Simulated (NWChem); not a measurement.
# MPW1B95-D3(BJ)/jorge-DZP run of [PO2]+ (SMILES O=[P+]=O)

Aim: the energy change on altering one bond length of [PO2]+ at MPW1B95-D3(BJ)/jorge-DZP, from 2 runs. 

The calculation is run with NWChem 7.3.0.

2 further runs of the same task are left out: 2 set aside as unsound or not needed. Runs told in other sessions of the task aren't counted.

## 1. The structure to begin with

[PO2]+: 3 atoms, total charge +1, spin state singlet. As SMILES, `O=[P+]=O`. Geometry: relaxed at GFN2-xTB.

Bond lengths: O1–P2 1.407 Å, P2–O3 1.408 Å. Angles: O1–P2–O3 179.9°.

## 2. A single-point energy at MPW1B95-D3(BJ)/jorge-DZP

Contents of job.xyz:

```xyz
3

O      0.792290     1.025900     0.548180
P      0.000230    -0.000210     0.000340
O     -0.792520    -1.025690    -0.548520
```

Contents of run.py:

```python
from ase.io import read
from ase.calculators.nwchem import NWChem

atoms = read('job.xyz')

calc = NWChem(
    label='job',
    theory='dft',
    memory='2200 mb',
    basis='jorge-DZP',
    basispar='spherical bse',
    charge=1,
    dft={'xc': 'mpw1b95', 'mult': '1', 'disp': 'vdw 4', 'grid': 'xfine', 'convergence': 'energy 1e-08'},
    task='energy',
)
atoms.calc = calc

print(f"energy = {atoms.get_potential_energy():.6f} eV")
print("dipole (e A):", atoms.get_dipole_moment().round(4))
```

On the command line:

```
export ASE_NWCHEM_COMMAND="nwchem PREFIX.nwi > PREFIX.nwo"
python run.py
```

Standard output:

```text
energy = -13371.587577 eV
dipole (e A): [ 0.0004 -0.0004  0.0005]
```

The calculator wrote job.nwi:

```
title "job"

permanent_dir job

scratch_dir job

start job

geometry units angstrom nocenter noautosym noautoz
  O  7.9229000000000005e-01 1.0259000000000000e+00 5.4818000000000000e-01
  P  2.3000000000000001e-04 -2.1000000000000001e-04 3.4000000000000002e-04
  O  -7.9252000000000000e-01 -1.0256900000000000e+00 -5.4852000000000001e-01
end

charge 1

memory 2200 mb

basis spherical bse noprint
   * library jorge-DZP
end

dft
  xc mpw1b95
  mult 1
  disp vdw 4
  grid xfine
  convergence energy 1e-08
end

task dft energy
```

job.nwo, cut to the lines that bear on the results:

```text
[...]
      One electron energy =     -870.935841033372
[... 1 line left out ...]
    Exchange-Corr. energy =      -40.151325675970
[... 8 lines left out ...]
                       DFT Final Molecular Orbital Analysis
[... 389 lines left out ...]
 center of mass
[...]
```

It took 6 s on 1 thread of Intel Xeon 6975P-C (Granite Rapids), shared host; peak memory 0.12 GiB.

## 3. The distorted shape at the same level

Contents of a.nw:

```
start a
title "O2P"
memory stack 880 mb heap 220 mb global 1100 mb
charge 1

geometry units angstrom noautosym nocenter noautoz
   O        0.990478       1.282270       0.685395
   P        0.198417       0.256160       0.137555
   O       -0.792520      -1.025690      -0.548520
end

basis spherical bse
   O library jorge-DZP
   P library jorge-DZP
end

dft
   xc mpw1b95
   disp vdw 4
   grid xfine
   convergence energy 1e-08
   noprint "final vectors analysis"
end

task dft
```

On the command line:

```
nwchem a.nw > a.out
```

Standard output:

```text
[...]
          Wavefunction type:  closed shell.
          No. of atoms     :     3
          No. of electrons :    30
[...]
          Charge           :     1
          Spin multiplicity:     1
[...]
          AO basis - number of functions:    54
[...]
              XC Information
              --------------
                      MPW1B95 Method XC Functional
                     Hartree-Fock (Exact) Exchange  0.310
                        mPW91  Exchange Functional  0.690
                         B95 Correlation Potential  1.000
[...]
 d= 0,ls=0.0,diis     1   -491.1087520740 -5.83D+02  4.31D-02  3.76D+00     0.6
[...]
 d= 0,ls=0.0,diis    13   -491.3329829116 -1.71D-10  4.36D-08  1.25D-11     6.4
         Total DFT energy =     -491.332982911559
      One electron energy =     -850.581899116942
           Coulomb energy =      307.270529444568
    Exchange-Corr. energy =      -39.930139459623
 Nuclear repulsion energy =       91.909387043369
    Dispersion correction =       -0.000860822930
[...]
```

Wall time 7.2 s (1 thread of Intel Xeon 6975P-C (Granite Rapids), shared host); peak memory 0.12 GiB.

## 4. Outcome

At MPW1B95-D3(BJ)/jorge-DZP:

| quantity | value |
| --- | --- |
| first shape: total energy | -491.39678 Eh |
| first shape: HOMO energy | -19.76 eV |
| first shape: LUMO energy | -11.90 eV |
| first shape: HOMO–LUMO gap | 7.86 eV |
| first shape: dispersion energy | -2.29 kJ/mol |
| distorted shape: total energy | -491.33298 Eh |
| distorted shape: dispersion energy | -2.26 kJ/mol |
| energy change with the P2–O3 bond stretched from 1.408 to 1.759 Å | 1.736 eV |

With the P2–O3 bond stretched from 1.408 to 1.759 Å the energy rises by 1.74 eV (168 kJ/mol). The first shape isn't relaxed at this level, so the change isn't measured from a minimum.
